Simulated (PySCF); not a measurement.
This PySCF input asks for the NMR shieldings of (Chloromethyl)cyclopropane (SMILES ClCC1CC1); the geometry comes from PBE0-D3(BJ)/def2-TZVP.

```python
import basis_set_exchange as bse
import numpy as np
from pyscf import gto, dft
from pyscf.prop import nmr

atoms = """
Cl    2.013433   -1.765026    0.685517
C     1.386759   -0.136201    0.274392
C     0.109065   -0.208350   -0.487222
C    -0.860706    0.931466   -0.360197
C    -1.177145   -0.399094    0.248218
H     1.251375    0.389386    1.220194
H     2.174653    0.356838   -0.294392
H     0.187985   -0.674251   -1.463049
H    -0.600030    1.745123    0.306131
H    -1.399505    1.237011   -1.247773
H    -1.122117   -0.488913    1.326621
H    -1.942591   -1.009000   -0.213489
"""
names = dict.fromkeys(["Cl", "C", "H"], "pcSseg-2")
basis = {el: gto.basis.parse(bse.get_basis(n, elements=[el], fmt="nwchem")) for el, n in names.items()}
mol = gto.M(atom=atoms, basis=basis, charge=0, verbose=0)
mf = dft.RKS(mol, xc="HYB_GGA_XC_B97_2")
mf.grids.level = 2
mf.grids.alignment = dft.numint.BLKSIZE   # the property module wants whole blocks of grid points
mf.conv_tol = 1e-9
mf.kernel()

calc = nmr.RKS(mf)   # GIAO
C = mf.mo_coeff
Co = C[:, mf.mo_occ > 0]
resp = mf.gen_response(singlet=True, hermi=2)
def vind(x):   # induced exchange potential for any number of trial vectors
    d = np.einsum("pi,xij,qj->xpq", C, 2 * x.reshape(-1, C.shape[1], Co.shape[1]), Co, optimize=True)
    return np.einsum("xpq,pi,qj->xij", resp(d - d.transpose(0, 2, 1)), C, Co, optimize=True).ravel()
mo1, _ = nmr.rhf.solve_mo1(calc, with_cphf=vind)
sigma = calc.kernel(mo1)
for i, s in enumerate(sigma):   # ppm
    w = np.linalg.eigvalsh((s + s.T) / 2)
    print("%2d %-2s iso %8.1f  s11 %8.1f  s22 %8.1f  s33 %8.1f" % (i, mol.atom_pure_symbol(i), w.mean(), *w))
```

Question: What does it print?

Answer: 
```
 0 Cl iso    841.8  s11    654.9  s22    775.6  s33   1095.0
 1 C  iso    127.6  s11     93.6  s22    132.4  s33    156.8
 2 C  iso    168.1  s11    133.3  s22    159.1  s33    211.9
 3 C  iso    177.3  s11    150.7  s22    173.9  s33    207.3
 4 C  iso    177.3  s11    146.0  s22    174.8  s33    211.2
 5 H  iso     29.1  s11     22.6  s22     31.0  s33     33.7
 6 H  iso     27.5  s11     20.5  s22     28.6  s33     33.3
 7 H  iso     30.6  s11     24.1  s22     28.6  s33     39.0
 8 H  iso     31.5  s11     25.7  s22     28.9  s33     39.8
 9 H  iso     31.1  s11     25.3  s22     26.6  s33     41.3
10 H  iso     31.3  s11     26.4  s22     28.3  s33     39.3
11 H  iso     31.0  s11     25.6  s22     26.5  s33     40.9
```

These numbers come from an equivalent density-fitted implementation of the same equations, which agrees with the script to about 0.01 ppm for H and up to a few tenths of a ppm for heavy atoms, so last digits may differ.

Question: Turn these shieldings into chemical shifts. Scale: HCl for ³⁵Cl (941.52 ppm); ¹³C (185.38 ppm), ¹H (31.64 ppm) against TMS (reference shieldings calculated alike).

Answer: Averaging equivalent atoms: Cl 0: 100; C 1: 57.8; C 2: 17.3; C 3/4: 8.1; H 5/6: 3.35; H 7: 1.06; H 9/11: 0.60; H 8/10: 0.22 ppm. 

Size and cost of the density-fitted run: 285 basis functions, 23 s wall time on 1 thread of an Intel Xeon 6975P-C, shared host; peak memory 1.1 GiB.
